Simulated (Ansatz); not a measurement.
Reaction (isomerisation): `FC1CC1(F)F` → `FCC=C(F)F`

Gas-phase electronic energies from Ansatz, PBE0-D4/def2-TZVP geometries. CCSD(T)/CBS is the MP2 limit (def2-TZVPP, def2-QZVPP) plus CCSD(T) − MP2 in def2-TZVPP, frozen cores. DFT in def2-TZVPP. Each species was taken in one conformer, which may not be the lowest.

CCSD(T)/CBS gives -53.5 kJ/mol.

Question: Another level gave -51.8 kJ/mol. Which?
A. B2PLYP/def2-TZVPP
B. LDA (SPW92)/def2-TZVPP
C. r2SCANh/def2-TZVPP
D. CAM-B3LYP/def2-TZVPP

Answer: D. CAM-B3LYP -51.8, r2SCANh -46.5, LDA (SPW92) -35.9, B2PLYP -58.2 kJ/mol.

Largest T1 diagnostic among the species: 0.012.

From r2SCAN to r2SCAN0 (25 % exact exchange), in def2-TZVPP and without D4, ΔE moves by +6.3 kJ/mol. At CCSD(T), def2-SVP lies +9.2 kJ/mol from the extrapolated value and def2-TZVPP +0.5 kJ/mol.
